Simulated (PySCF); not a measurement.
## LiSi⁺: energy against distance

Set-up: basis Li def2-TZVP, Si def2-TZVP; no relativity; PySCF 2.14. Energies in eV from Li⁺ + Si in their ground configurations at the same level. State: ³Π (triplet), unpaired electrons σ ↑, π ↑.

```csv
R (Å),PBE,UHF,M06-2X
2.366,-0.6045,-0.4756,-0.5713
2.476,-0.7015,-0.5858,-0.6615
2.586,-0.7556,-0.6493,-0.7093
2.668,-0.7755,-0.6743,-0.7249
2.751,-0.7820,-0.6847,-0.7281
2.833,-0.7785,-0.6838,-0.7216
2.944,-0.7622,-0.6698,-0.7022
3.081,-0.7297,-0.6383,-0.6670
3.246,-0.6811,-0.5891,-0.6158
3.466,-0.6102,-0.5157,-0.5427
```

Put a parabola through the three lowest points of the PBE curve and estimate Re, k and ωe (reduced mass 5.609 u; 1 eV/Å² = 0.16022 mdyn/Å; ωe = 1302.8·√(k/μ) cm⁻¹).

Through R = 2.668, 2.751, 2.833 Å the second-order coefficient is 0.733 eV/Å², so Re ≈ 2.763 Å, k ≈ 0.235 mdyn/Å and ωe ≈ 267 cm⁻¹. A polynomial fit of higher order to the unrounded PBE energies gives Re = 2.759 Å, k = 0.231 mdyn/Å, ωe = 264 cm⁻¹; anharmonicity and rounding make the difference.

The higher-order fit for each curve: PBE: Re = 2.759 Å, ωe = 264 cm⁻¹, De = 0.78 eV; UHF: Re = 2.784 Å, ωe = 267 cm⁻¹, De = 0.69 eV; M06-2X: Re = 2.733 Å, ωe = 269 cm⁻¹, De = 0.73 eV.

For an ion De counts to the pair picked by the measured ionisation energies or electron affinities, which need not be the lowest pair at this level. The state is the lowest determinant that a PBE0 search found; another state may lie lower at other levels.
